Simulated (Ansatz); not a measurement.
Coupled-cluster diagnostics for Mg₂Si, Ansatz.

Geometry of the singlet (B3LYP-D4/def2-TZVP):

```xyz
3

Mg    0.984   -1.270    0.933
Mg   -0.339    1.824   -0.088
Si   -0.645   -0.555   -0.846
```

Correlated methods freeze 7 core orbitals; core or outer-core shells of Mg are correlated, in sets that lack core-valence functions. In CCSD on the charge 0 triplet the largest single amplitude is 0.30, so its Hartree–Fock determinant may place the open shell otherwise than the density functionals do. The geometry of the singlet was relaxed on an unsound state (restricted singlet, unstable towards broken spin symmetry at other levels and untested here). Another isomer (singlet) lies 0.06 eV lower at PBE0-D4/def2-TZVP.

Geometry of the charge 0 triplet (B3LYP-D4/def2-TZVP):

Cartesian coordinates in Å:
```
Mg 0.264 1.284 -1.375
Mg 0.497 -0.350 1.799
Si -0.761 -0.933 -0.425
```

Geometry of the charge 0 quintet (B3LYP-D4/def2-TZVP):

```
atom    x (Å)    y (Å)    z (Å)
 Mg1  -0.1635  -0.3602   2.5335
 Mg2   0.1694   0.3591  -2.5332
 Si3  -0.0060   0.0010  -0.0002
```

Problem. Estimate the CCSD(T) correlation energy, the shares of MP2 and (T), T1 and the reference's ⟨S²⟩ for: charge 0, singlet, own geometry in def2-TZVPP; charge 0, singlet, own geometry in def2-TZVPD; charge 0, triplet, own geometry in def2-TZVPP; charge 0, quintet, own geometry in def2-TZVPP; charge 1, doublet, vertical in def2-TZVPP; charge -1, doublet, vertical in def2-TZVPD; and the rough time on 4 threads of Arm Neoverse V1 on a shared host.

Solution. 
```tsv
state	basis	correlation (eV)	MP2 share (%)	(T) share (%)	T1	⟨S²⟩ (pure)	wall time	remarks
charge 0, singlet, own geometry	def2-TZVPP	-15.125	91.8	3.9	0.019	0.00 (0.00)	4.1 s	restricted SCF unstable
charge 0, singlet, own geometry	def2-TZVPD	-15.141	91.8	4.0	0.019	0.00 (0.00)	4.6 s	restricted SCF unstable
charge 0, triplet, own geometry	def2-TZVPP	-13.977	86.8	3.4	0.061	2.69 (2.00)	8 s	large T1 (0.061), spin-contaminated (⟨S²⟩ 2.69)
charge 0, quintet, own geometry	def2-TZVPP	-13.017	90.8	2.3	0.018	6.02 (6.00)	6.5 s	–
charge 1, doublet, vertical	def2-TZVPP	-13.464	87.8	3.0	0.068	1.79 (0.75)	7 s	large T1 (0.068), spin-contaminated (⟨S²⟩ 1.79)
charge -1, doublet, vertical	def2-TZVPD	-14.377	89.9	3.2	0.029	1.87 (0.75)	12 s	spin-contaminated (⟨S²⟩ 1.87)
```
Customary marks for T1 are 0.02 (closed shells), 0.045 (open shells) and about 0.05 (3d metals). T1 exceeds 0.02 in 3 of 6 rows and 0.045 in 2; the higher it lies, the less the single-reference result can be trusted.
